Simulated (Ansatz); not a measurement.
Reaction: CH5Si (SMILES [CH2][SiH3], doublet) → CH5Si (SMILES C[SiH2], doublet)
Each species at its own B3LYP-D3(BJ)/def2-TZVP minimum (Ansatz, a first-principles code).

Total energies in hartree (Ansatz). Open shells are spin-unrestricted; no spin-orbit coupling. Correlated methods leave the cores frozen. No relativity.

```tsv
species	HF/aug-cc-pV(T+d)Z	CCSD(T)/aug-cc-pV(T+d)Z	HF/aug-cc-pV(Q+d)Z	CCSD(T)/aug-cc-pV(Q+d)Z	CCSD(T)/aug-cc-pV(D+d)Z	CCSDT(Q)/aug-cc-pV(D+d)Z
1: CH5Si (SMILES [CH2][SiH3], doublet)	-329.69668	-330.02860	-329.70257	-330.04802	-329.95751	-329.95893
2: CH5Si (SMILES C[SiH2], doublet)	-329.70399	-330.04699	-329.70944	-330.06573	-329.97492	-329.97630
```

Work out the isomerisation energy (electronic) in kcal/mol: take Hartree-Fock from aug-cc-pV(Q+d)Z, extrapolate the CCSD(T) correlation energy as X^-3 (X = 3, 4), and add CCSDT(Q) - CCSD(T) in aug-cc-pV(D+d)Z. 1 hartree = 627.51 kcal/mol.


Species 1: correlation (64·(-0.34545) - 27·(-0.33192))/37 = -0.35532; step -0.00142; E1 = -329.70257 + (-0.35532) + (-0.00142) = -330.05931
Species 2: correlation (64·(-0.35629) - 27·(-0.34300))/37 = -0.36599; step -0.00138; E2 = -329.70944 + (-0.36599) + (-0.00138) = -330.07681
-1·E1 +1·E2 = -0.01750 hartree = -11.0 kcal/mol.
